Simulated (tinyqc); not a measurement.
Inside a calculation (part 1 of 2). Method: UHF in the sto-6g basis, for BH, spin multiplicity 3. Computed by tinyqc, a small Python program that keeps every step (integrals from PySCF). Settings: charge = 0, multiplicity = 3, basis = sto-6g, energy threshold = 1e-08, iteration cap = 67, orthogonalisation = canonical, start = core, DIIS depth = 0, method = UHF. Command: `OMP_NUM_THREADS=1 python tinyqc.py 31881 31882 out.jsonl` (the two numbers bound the seeds that draw the settings). One thread of a shared host (Intel(R) Xeon(R) Processor @ 2.60GHz), about 0.1 s of CPU time with the checks. Later iterations appear only in the table of the cycle.

## One-electron integrals

Geometry (angstrom):
```
atom       x       y       z
B     0.0000  0.0000  0.0000
H     0.0000  0.0000  1.4310
```

Basis sto-6g: exponents (1/bohr^2) and contraction coefficients of normalised primitives:
```
element  l (shell)  exponent  coefficient
B            s (1)  506.0111       0.0092
B            s (1)   92.7768       0.0494
B            s (1)   25.9557       0.1685
B            s (1)    8.9164       0.3706
B            s (1)    3.4625       0.4165
B            s (1)    1.4261       0.1303
B            s (2)   23.1946      -0.0133
B            s (2)    4.5908      -0.0470
B            s (2)    1.4268      -0.0338
B            s (2)    0.5489       0.2502
B            s (2)    0.2384       0.5951
B            s (2)    0.1093       0.2407
B            p (3)   23.1946       0.0038
B            p (3)    4.5908       0.0377
B            p (3)    1.4268       0.1739
B            p (3)    0.5489       0.4180
B            p (3)    0.2384       0.4259
B            p (3)    0.1093       0.1017
H            s (1)   35.5232       0.0092
H            s (1)    6.5131       0.0494
H            s (1)    1.8221       0.1685
H            s (1)    0.6260       0.3706
H            s (1)    0.2431       0.4165
H            s (1)    0.1001       0.1303
```

Overlap, kinetic and nuclear-attraction integrals over the contracted functions; the nuclear repulsion is the sum of Za Zb / Rab.

nuclear repulsion = 1.848977 hartree

overlap S, lower triangle:
```
         1B 1s   1B 2s  1B 2px  1B 2py  1B 2pz   2H 1s
1B 1s   1.0000
1B 2s   0.2649  1.0000
1B 2px  0.0000  0.0000  1.0000
1B 2py  0.0000  0.0000  0.0000  1.0000
1B 2pz  0.0000  0.0000  0.0000  0.0000  1.0000
2H 1s   0.0401  0.3601  0.0000  0.0000  0.4003  1.0000
```

kinetic energy T (hartree), lower triangle:
```
          1B 1s   1B 2s  1B 2px  1B 2py  1B 2pz   2H 1s
1B 1s   10.9472
1B 2s   -0.3339  0.3745
1B 2px   0.0000  0.0000  1.1250
1B 2py   0.0000  0.0000  0.0000  1.1250
1B 2pz   0.0000  0.0000  0.0000  0.0000  1.1250
2H 1s   -0.0107  0.0389  0.0000  0.0000  0.1311  0.7685
```

nuclear attraction V (hartree), lower triangle:
```
           1B 1s    1B 2s   1B 2px   1B 2py   1B 2pz    2H 1s
1B 1s   -23.7615
1B 2s    -2.8421  -4.1149
1B 2px    0.0000   0.0000  -4.0866
1B 2py    0.0000   0.0000   0.0000  -4.0866
1B 2pz   -0.0135  -0.1225   0.0000   0.0000  -4.1709
2H 1s    -0.4744  -1.2463   0.0000   0.0000  -1.3231  -3.0787
```

core Hamiltonian H = T + V (hartree), lower triangle:
```
           1B 1s    1B 2s   1B 2px   1B 2py   1B 2pz    2H 1s
1B 1s   -12.8143
1B 2s    -3.1760  -3.7404
1B 2px    0.0000   0.0000  -2.9616
1B 2py    0.0000   0.0000   0.0000  -2.9616
1B 2pz   -0.0135  -0.1225   0.0000   0.0000  -3.0459
2H 1s    -0.4851  -1.2075   0.0000   0.0000  -1.1920  -2.3102
```

## Two-electron integrals

Functions are numbered as in S; the eight-fold symmetry (ij|kl) = (ji|kl) = (kl|ij) leaves the list below.

Two-electron integrals (ij|kl) in chemists' order, unique and non-zero (hartree):
```
(11|11) 2.9250   (21|11) 0.4808   (21|21) 0.0995   (22|11) 0.7434
(22|21) 0.1890   (22|22) 0.5449   (31|31) 0.0211   (32|31) 0.0309
(32|32) 0.1204   (33|11) 0.7434   (33|21) 0.1890   (33|22) 0.5449
(33|33) 0.5871   (41|41) 0.0211   (42|41) 0.0309   (42|42) 0.1204
(43|43) 0.0316   (44|11) 0.7434   (44|21) 0.1890   (44|22) 0.5449
(44|33) 0.5238   (44|44) 0.5871   (51|51) 0.0211   (52|51) 0.0309
(52|52) 0.1204   (53|53) 0.0316   (54|54) 0.0316   (55|11) 0.7434
(55|21) 0.1890   (55|22) 0.5449   (55|33) 0.5238   (55|44) 0.5238
(55|55) 0.5871   (61|11) 0.0750   (61|21) 0.0151   (61|22) 0.0284
(61|33) 0.0283   (61|44) 0.0283   (61|51) 0.0012   (61|52) 0.0023
(61|55) 0.0287   (61|61) 0.0024   (62|11) 0.1972   (62|21) 0.0511
(62|22) 0.1643   (62|33) 0.1594   (62|44) 0.1594   (62|51) 0.0060
(62|52) 0.0364   (62|55) 0.1739   (62|61) 0.0082   (62|62) 0.0717
(63|31) 0.0051   (63|32) 0.0237   (63|53) 0.0066   (63|63) 0.0074
(64|41) 0.0051   (64|42) 0.0237   (64|54) 0.0066   (64|64) 0.0074
(65|11) 0.1936   (65|21) 0.0508   (65|22) 0.1718   (65|33) 0.1629
(65|44) 0.1629   (65|51) 0.0101   (65|52) 0.0580   (65|55) 0.1896
(65|61) 0.0086   (65|62) 0.0874   (65|65) 0.1118   (66|11) 0.3676
(66|21) 0.0972   (66|22) 0.3534   (66|33) 0.3334   (66|44) 0.3334
(66|51) 0.0128   (66|52) 0.1054   (66|55) 0.3935   (66|61) 0.0160
(66|62) 0.2041   (66|65) 0.2694   (66|66) 0.7750
```

## Orthogonalisation

S = U s U^T; canonical form X = U s^(-1/2), so that X^T S X = 1. Each column of U has its largest component positive (the first on a tie).

eigenvalues of S: 0.4415  0.8009  1.0000  1.0000  1.1729  1.5847

X:
```
              1        2        3       4        5       6
1B 1s    0.3047   0.7704   0.0000  0.0000   0.5849  0.2279
1B 2s   -0.7950  -0.5383   0.0000  0.0000   0.4166  0.4243
1B 2px   0.0000   0.0000  -0.6758  0.7371   0.0000  0.0000
1B 2py   0.0000   0.0000   0.7371  0.6758   0.0000  0.0000
1B 2pz  -0.7230   0.5411   0.0000  0.0000  -0.5328  0.3568
2H 1s    1.0088  -0.2691   0.0000  0.0000  -0.2302  0.5212
```

Within a degenerate level the vectors are fixed only up to a rotation; this is one choice.

## Starting guess

The start is the orbitals of the core Hamiltonian; D(s) = C_occ C_occ^T for each spin.

D(alpha) at the start, lower triangle:
```
          1B 1s    1B 2s  1B 2px  1B 2py   1B 2pz   2H 1s
1B 1s    1.0782
1B 2s   -0.2987   1.1358
1B 2px   0.0000   0.0000  0.1852
1B 2py   0.0000   0.0000  0.3885  0.8148
1B 2pz  -0.0149   0.0651  0.0000  0.0000   1.0703
2H 1s    0.0279  -0.0898  0.0000  0.0000  -0.0984  0.0153
```

D(beta) at the start, lower triangle:
```
          1B 1s    1B 2s  1B 2px  1B 2py   1B 2pz   2H 1s
1B 1s    1.0613
1B 2s   -0.2291   0.8493
1B 2px   0.0000   0.0000  0.0000
1B 2py   0.0000   0.0000  0.0000  0.0000
1B 2pz  -0.1270   0.5266  0.0000  0.0000   0.3268
2H 1s    0.0326  -0.1090  0.0000  0.0000  -0.0675  0.0140
```

## Iteration 1: building the Fock matrix

J_ij = sum D_kl (ij|kl) with D = D(alpha) + D(beta), K_ij = sum D_kl (ik|jl) for each spin; F = H + J - K(s); E = tr D H + tr D J / 2 - 0.5 sum_s tr D(s) K(s) + E_nn.

Coulomb J (hartree), lower triangle:
```
         1B 1s   1B 2s  1B 2px  1B 2py  1B 2pz   2H 1s
1B 1s   8.8855
1B 2s   1.7191  3.6705
1B 2px  0.0000  0.0000  3.6359
1B 2py  0.0000  0.0000  0.0246  3.6757
1B 2pz  0.0253  0.1034  0.0000  0.0000  3.6998
2H 1s   0.2664  1.0873  0.0000  0.0000  1.1320  2.2438
```

exchange K(alpha) (hartree), lower triangle:
```
          1B 1s   1B 2s  1B 2px  1B 2py  1B 2pz   2H 1s
1B 1s    3.0245
1B 2s    0.5431  0.8299
1B 2px   0.0000  0.0000  0.3043
1B 2py   0.0000  0.0000  0.2158  0.6540
1B 2pz  -0.0001  0.0014  0.0000  0.0000  0.7556
2H 1s    0.0912  0.2265  0.0000  0.0000  0.2019  0.1403
```

exchange K(beta) (hartree), lower triangle:
```
         1B 1s   1B 2s  1B 2px  1B 2py  1B 2pz   2H 1s
1B 1s   2.9768
1B 2s   0.4854  0.4847
1B 2px  0.0000  0.0000  0.1152
1B 2py  0.0000  0.0000  0.0000  0.1152
1B 2pz  0.0167  0.2872  0.0000  0.0000  0.2664
2H 1s   0.0822  0.2060  0.0000  0.0000  0.1587  0.1171
```

F(alpha) (hartree), lower triangle:
```
          1B 1s    1B 2s   1B 2px  1B 2py   1B 2pz    2H 1s
1B 1s   -6.9532
1B 2s   -2.0000  -0.8998
1B 2px   0.0000   0.0000   0.3700
1B 2py   0.0000   0.0000  -0.1912  0.0601
1B 2pz   0.0119  -0.0205   0.0000  0.0000  -0.1017
2H 1s   -0.3099  -0.3467   0.0000  0.0000  -0.2618  -0.2066
```

F(beta) (hartree), lower triangle:
```
          1B 1s    1B 2s  1B 2px  1B 2py   1B 2pz    2H 1s
1B 1s   -6.9056
1B 2s   -1.9424  -0.5547
1B 2px   0.0000   0.0000  0.5591
1B 2py   0.0000   0.0000  0.0246  0.5989
1B 2pz  -0.0049  -0.3063  0.0000  0.0000   0.3876
2H 1s   -0.3009  -0.3262  0.0000  0.0000  -0.2187  -0.1835
```

total energy of this density = -24.398928 hartree

## Iteration 1: diagonalisation and new density

Diagonalise F' = X^T F X, C = X C', fill 4 alpha and 2 beta electrons from the bottom; D(s) = C_occ C_occ^T. Each column has its largest component positive (the first on a tie).

F' = X^T F X (alpha) (hartree), lower triangle:
```
         1        2        3       4        5        6
1   0.2100
2  -0.6673  -2.6475
3   0.0000   0.0000   0.3921
4   0.0000   0.0000  -0.1709  0.0380
5  -0.5388  -2.8442   0.0000  0.0000  -3.4622
6  -0.2673  -1.4279   0.0000  0.0000  -1.7511  -1.3079
```

orbital energies (alpha) (hartree): MO1 -6.9574, MO2 -0.4229, MO3 -0.1928, MO4 -0.0310, MO5 0.3654, MO6 0.4612

coefficients C (alpha):
```
            MO1      MO2      MO3     MO4      MO5      MO6
1B 1s    0.9926  -0.2322   0.1669  0.0000   0.1156   0.0000
1B 2s    0.0272   0.7383  -0.6375  0.0000  -0.5684   0.0000
1B 2px   0.0000   0.0000   0.0000  0.4304   0.0000   0.9026
1B 2py   0.0000   0.0000   0.0000  0.9026   0.0000  -0.4304
1B 2pz  -0.0002   0.1784   0.6538  0.0000  -0.8760   0.0000
2H 1s   -0.0040   0.4254   0.4041  0.0000   1.0347   0.0000
```

F' = X^T F X (beta) (hartree), lower triangle:
```
         1        2       3       4        5        6
1   0.2727
2  -0.7012  -2.2801
3   0.0000   0.0000  0.5562
4   0.0000   0.0000  0.0220  0.6018
5  -0.5051  -3.1862  0.0000  0.0000  -3.0762
6  -0.3247  -1.4098  0.0000  0.0000  -1.7499  -1.2256
```

orbital energies (beta) (hartree): MO1 -6.9077, MO2 -0.3326, MO3 0.2587, MO4 0.5473, MO5 0.6106, MO6 0.6724

coefficients C (beta):
```
            MO1      MO2      MO3      MO4     MO5      MO6
1B 1s    0.9950  -0.1740  -0.2409   0.0000  0.0000   0.0472
1B 2s    0.0190   0.5287   0.9943   0.0000  0.0000  -0.0836
1B 2px   0.0000   0.0000   0.0000   0.9026  0.4304   0.0000
1B 2py   0.0000   0.0000   0.0000  -0.4304  0.9026   0.0000
1B 2pz   0.0027   0.2906   0.1486   0.0000  0.0000   1.0584
2H 1s   -0.0035   0.5631  -0.8818   0.0000  0.0000  -0.5659
```

D(alpha) after iteration 1, lower triangle:
```
          1B 1s    1B 2s  1B 2px  1B 2py  1B 2pz   2H 1s
1B 1s    1.0671
1B 2s   -0.2508   0.9522
1B 2px   0.0000   0.0000  0.1852
1B 2py   0.0000   0.0000  0.3885  0.8148
1B 2pz   0.0675  -0.2851  0.0000  0.0000  0.4593
2H 1s   -0.0354   0.0563  0.0000  0.0000  0.3401  0.3443
```

D(beta) after iteration 1, lower triangle:
```
          1B 1s   1B 2s  1B 2px  1B 2py  1B 2pz   2H 1s
1B 1s    1.0202
1B 2s   -0.0731  0.2798
1B 2px   0.0000  0.0000  0.0000
1B 2py   0.0000  0.0000  0.0000  0.0000
1B 2pz  -0.0479  0.1537  0.0000  0.0000  0.0844
2H 1s   -0.1015  0.2976  0.0000  0.0000  0.1636  0.3170
```

## Iteration 2: building the Fock matrix

As before.

Coulomb J (hartree), lower triangle:
```
         1B 1s   1B 2s  1B 2px  1B 2py  1B 2pz   2H 1s
1B 1s   8.4148
1B 2s   1.6111  3.4573
1B 2px  0.0000  0.0000  3.4108
1B 2py  0.0000  0.0000  0.0246  3.4507
1B 2pz  0.0152  0.1228  0.0000  0.0000  3.5103
2H 1s   0.2496  1.0972  0.0000  0.0000  1.1842  2.5840
```

exchange K(alpha) (hartree), lower triangle:
```
         1B 1s    1B 2s  1B 2px  1B 2py  1B 2pz   2H 1s
1B 1s   3.0037
1B 2s   0.5292   0.7704
1B 2px  0.0000   0.0000  0.2801
1B 2py  0.0000   0.0000  0.2158  0.6298
1B 2pz  0.0012  -0.0562  0.0000  0.0000  0.5963
2H 1s   0.0878   0.3032  0.0000  0.0000  0.3388  0.5486
```

exchange K(beta) (hartree), lower triangle:
```
         1B 1s   1B 2s  1B 2px  1B 2py  1B 2pz   2H 1s
1B 1s   2.9384
1B 2s   0.4904  0.3586
1B 2px  0.0000  0.0000  0.0710
1B 2py  0.0000  0.0000  0.0000  0.0710
1B 2pz  0.0023  0.2136  0.0000  0.0000  0.2302
2H 1s   0.0780  0.3020  0.0000  0.0000  0.2839  0.5089
```

F(alpha) (hartree), lower triangle:
```
          1B 1s    1B 2s   1B 2px   1B 2py   1B 2pz    2H 1s
1B 1s   -7.4031
1B 2s   -2.0941  -1.0535
1B 2px   0.0000   0.0000   0.1691
1B 2py   0.0000   0.0000  -0.1912  -0.1408
1B 2pz   0.0005   0.0565   0.0000   0.0000  -0.1318
2H 1s   -0.3233  -0.4135   0.0000   0.0000  -0.3466  -0.2748
```

F(beta) (hartree), lower triangle:
```
          1B 1s    1B 2s  1B 2px  1B 2py   1B 2pz    2H 1s
1B 1s   -7.3378
1B 2s   -2.0554  -0.6417
1B 2px   0.0000   0.0000  0.3783
1B 2py   0.0000   0.0000  0.0246  0.4181
1B 2pz  -0.0006  -0.2132  0.0000  0.0000   0.2342
2H 1s   -0.3135  -0.4122  0.0000  0.0000  -0.2917  -0.2351
```

total energy of this density = -24.965468 hartree

## Iteration 2: diagonalisation and new density

As before.

F' = X^T F X (alpha) (hartree), lower triangle:
```
         1        2        3        4        5        6
1   0.3476
2  -0.7841  -2.9383
3   0.0000   0.0000   0.1912
4   0.0000   0.0000  -0.1709  -0.1629
5  -0.5318  -2.9659   0.0000   0.0000  -3.7323
6  -0.3194  -1.4829   0.0000   0.0000  -1.8445  -1.4423
```

orbital energies (alpha) (hartree): MO1 -7.4059, MO2 -0.5555, MO3 -0.3402, MO4 -0.2319, MO5 0.2603, MO6 0.5363

coefficients C (alpha):
```
            MO1      MO2      MO3     MO4      MO5      MO6
1B 1s    0.9941  -0.2548   0.1117  0.0000   0.0000   0.1216
1B 2s    0.0220   0.8401  -0.4737  0.0000   0.0000  -0.5872
1B 2px   0.0000   0.0000   0.0000  0.4304   0.9026   0.0000
1B 2py   0.0000   0.0000   0.0000  0.9026  -0.4304   0.0000
1B 2pz   0.0011  -0.0052   0.6516  0.0000   0.0000  -0.8956
2H 1s   -0.0036   0.3632   0.5182  0.0000   0.0000   1.0072
```

F' = X^T F X (beta) (hartree), lower triangle:
```
         1        2       3       4        5        6
1   0.4412
2  -0.7181  -2.5658
3   0.0000   0.0000  0.3754
4   0.0000   0.0000  0.0220  0.4209
5  -0.5847  -3.2720  0.0000  0.0000  -3.3826
6  -0.3671  -1.4900  0.0000  0.0000  -1.8204  -1.3584
```

orbital energies (beta) (hartree): MO1 -7.3397, MO2 -0.4241, MO3 0.2563, MO4 0.3665, MO5 0.4298, MO6 0.6420

coefficients C (beta):
```
            MO1      MO2      MO3      MO4     MO5      MO6
1B 1s    0.9953  -0.1655  -0.2360   0.0000  0.0000  -0.0822
1B 2s    0.0177   0.4973   0.9164   0.0000  0.0000   0.4335
1B 2px   0.0000   0.0000   0.0000   0.9026  0.4304   0.0000
1B 2py   0.0000   0.0000   0.0000  -0.4304  0.9026   0.0000
1B 2pz   0.0018   0.2718  -0.3887   0.0000  0.0000   1.0008
2H 1s   -0.0035   0.5986  -0.4735   0.0000  0.0000  -0.9123
```

D(alpha) after iteration 2, lower triangle:
```
          1B 1s    1B 2s  1B 2px  1B 2py  1B 2pz   2H 1s
1B 1s    1.0657
1B 2s   -0.2451   0.9306
1B 2px   0.0000   0.0000  0.1852
1B 2py   0.0000   0.0000  0.3885  0.8148
1B 2pz   0.0752  -0.3130  0.0000  0.0000  0.4246
2H 1s   -0.0382   0.0596  0.0000  0.0000  0.3357  0.4004
```

D(beta) after iteration 2, lower triangle:
```
          1B 1s   1B 2s  1B 2px  1B 2py  1B 2pz   2H 1s
1B 1s    1.0180
1B 2s   -0.0646  0.2477
1B 2px   0.0000  0.0000  0.0000
1B 2py   0.0000  0.0000  0.0000  0.0000
1B 2pz  -0.0432  0.1352  0.0000  0.0000  0.0739
2H 1s   -0.1025  0.2976  0.0000  0.0000  0.1627  0.3583
```

## Iteration 25 (converged): orbitals

converged F(alpha) (hartree), lower triangle:
```
          1B 1s    1B 2s   1B 2px   1B 2py   1B 2pz    2H 1s
1B 1s   -7.4386
1B 2s   -2.1018  -1.0582
1B 2px   0.0000   0.0000   0.1535
1B 2py   0.0000   0.0000  -0.1912  -0.1563
1B 2pz  -0.0004   0.0743   0.0000   0.0000  -0.1221
2H 1s   -0.3242  -0.4149   0.0000   0.0000  -0.3430  -0.2936
```

converged F(beta) (hartree), lower triangle:
```
          1B 1s    1B 2s  1B 2px  1B 2py   1B 2pz    2H 1s
1B 1s   -7.3757
1B 2s   -2.0641  -0.6558
1B 2px   0.0000   0.0000  0.3597
1B 2py   0.0000   0.0000  0.0246  0.3996
1B 2pz  -0.0017  -0.2100  0.0000  0.0000   0.2202
2H 1s   -0.3150  -0.4124  0.0000  0.0000  -0.2892  -0.2162
```

As before.

F' = X^T F X (alpha) (hartree), lower triangle:
```
         1        2        3        4        5        6
1   0.3482
2  -0.7851  -2.9652
3   0.0000   0.0000   0.1757
4   0.0000   0.0000  -0.1709  -0.1785
5  -0.5257  -2.9754   0.0000   0.0000  -3.7532
6  -0.3431  -1.4839   0.0000   0.0000  -1.8554  -1.4446
```

orbital energies (alpha) (hartree): MO1 -7.4414, MO2 -0.5619, MO3 -0.3498, MO4 -0.2475, MO5 0.2447, MO6 0.5383

coefficients C (alpha):
```
            MO1      MO2      MO3     MO4      MO5      MO6
1B 1s    0.9942  -0.2562   0.1041  0.0000   0.0000   0.1246
1B 2s    0.0216   0.8463  -0.4519  0.0000   0.0000  -0.5954
1B 2px   0.0000   0.0000   0.0000  0.4304   0.9026   0.0000
1B 2py   0.0000   0.0000   0.0000  0.9026  -0.4304   0.0000
1B 2pz   0.0011  -0.0460   0.6360  0.0000   0.0000  -0.9056
2H 1s   -0.0036   0.3620   0.5479  0.0000   0.0000   0.9918
```

F' = X^T F X (beta) (hartree), lower triangle:
```
         1        2       3       4        5        6
1   0.4449
2  -0.7248  -2.5909
3   0.0000   0.0000  0.3569
4   0.0000   0.0000  0.0220  0.4024
5  -0.5943  -3.2785  0.0000  0.0000  -3.4048
6  -0.3534  -1.5008  0.0000  0.0000  -1.8321  -1.3600
```

orbital energies (beta) (hartree): MO1 -7.3775, MO2 -0.4198, MO3 0.2463, MO4 0.3480, MO5 0.4113, MO6 0.6403

coefficients C (beta):
```
            MO1      MO2      MO3      MO4     MO5      MO6
1B 1s    0.9954  -0.1699  -0.2309   0.0000  0.0000  -0.0867
1B 2s    0.0175   0.5165   0.8964   0.0000  0.0000   0.4525
1B 2px   0.0000   0.0000   0.0000   0.9026  0.4304   0.0000
1B 2py   0.0000   0.0000   0.0000  -0.4304  0.9026   0.0000
1B 2pz   0.0019   0.2787  -0.4209   0.0000  0.0000   0.9858
2H 1s   -0.0035   0.5797  -0.4562   0.0000  0.0000  -0.9331
```

D(alpha) after iteration 25, lower triangle:
```
          1B 1s    1B 2s  1B 2px  1B 2py  1B 2pz   2H 1s
1B 1s    1.0650
1B 2s   -0.2424   0.9209
1B 2px   0.0000   0.0000  0.1852
1B 2py   0.0000   0.0000  0.3885  0.8148
1B 2pz   0.0791  -0.3263  0.0000  0.0000  0.4066
2H 1s   -0.0393   0.0587  0.0000  0.0000  0.3318  0.4312
```

D(beta) after iteration 25, lower triangle:
```
          1B 1s   1B 2s  1B 2px  1B 2py  1B 2pz   2H 1s
1B 1s    1.0197
1B 2s   -0.0704  0.2671
1B 2px   0.0000  0.0000  0.0000
1B 2py   0.0000  0.0000  0.0000  0.0000
1B 2pz  -0.0454  0.1440  0.0000  0.0000  0.0777
2H 1s   -0.1020  0.2994  0.0000  0.0000  0.1616  0.3360
```

## Convergence

Stop when the energy changes by less than 1e-08 hartree and every element of the error matrix X^T (F D S - S D F) X (for each spin) is below 3e-05.

Course of the cycle:
```
iteration  E (hartree)     change  largest element of the error matrix
1           -24.398928          -                             2.88e-01
2           -24.965468  -5.67e-01                             4.43e-02
3           -24.969227  -3.76e-03                             7.76e-03
4           -24.969344  -1.17e-04                             3.50e-03
5           -24.969390  -4.52e-05                             2.39e-03
6           -24.969416  -2.64e-05                             1.84e-03
7           -24.969433  -1.65e-05                             1.45e-03
8           -24.969443  -1.05e-05                             1.15e-03
9           -24.969450  -6.70e-06                             9.12e-04
10          -24.969454  -4.28e-06                             7.26e-04
11          -24.969457  -2.73e-06                             5.79e-04
12          -24.969459  -1.75e-06                             4.62e-04
13          -24.969460  -1.11e-06                             3.69e-04
14          -24.969460  -7.12e-07                             2.94e-04
15          -24.969461  -4.54e-07                             2.35e-04
16          -24.969461  -2.90e-07                             1.88e-04
17          -24.969461  -1.85e-07                             1.50e-04
18          -24.969462  -1.18e-07                             1.20e-04
19          -24.969462  -7.54e-08                             9.57e-05
20          -24.969462  -4.81e-08                             7.65e-05
21          -24.969462  -3.07e-08                             6.11e-05
22          -24.969462  -1.96e-08                             4.88e-05
23          -24.969462  -1.25e-08                             3.90e-05
24          -24.969462  -7.97e-09                             3.11e-05
25          -24.969462  -5.09e-09                             2.49e-05
```

PySCF UHF in the same basis, after a stability check = -24.969462 hartree

Converged in 25 iterations.
